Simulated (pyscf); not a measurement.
A first-order saddle from PySCF, ωB97X-D3(BJ)/def2-SVP:

```
N
H 1 1.0178
B 1 1.4352 2 117.51
H 1 1.1972 2 116.17 3 -146.23
F 4 1.3117 1 122.97 2 -108.40
H 4 1.1952 1 60.06 2 -106.43
Cl 3 1.7440 1 120.19 2 179.97
Cl 3 1.7543 1 119.97 2 -0.04
```

Surface: singlet, charge 0. Lowest wavenumbers (cm⁻¹): 2075i, 76, 96, 262, 309.

### Question
What reaction is this the transition state of?

### Answer
H₂N–B(Cl)–Cl + HF ⇌ H₂N–B(Cl)–Cl + HF, a four-centre exchange read from left to right: H–N, F–H broken and H–N, F–H formed. At CCSD(T)/def2-TZVPP + ΔMP2(QZVPP) it lies +45.7 kcal/mol from the left side and +45.7 kcal/mol from the right (each side as separated species at their lowest minima found). On the reactant side the descent ends in a complex, 6.3 kcal/mol under the separated species and 48.7 kcal/mol under the saddle at ωB97X-D3(BJ)/def2-TZVP. On the product side the descent ends in a complex, 6.3 kcal/mol under the separated species and 48.7 kcal/mol under the saddle at ωB97X-D3(BJ)/def2-TZVP. At ωB97X-D3(BJ) the barrier from the zero used here is 42.4 kcal/mol. The same reactants have a lower exit, to NH₃ + F–B(Cl)–Cl (barrier +12.4 kcal/mol at ωB97M-D3(BJ), against +41.9 kcal/mol here). One saddle was located; it need not be the lowest between these sides. The CCSD(T) − MP2 part came from Ansatz, without density fitting, on the same reference.
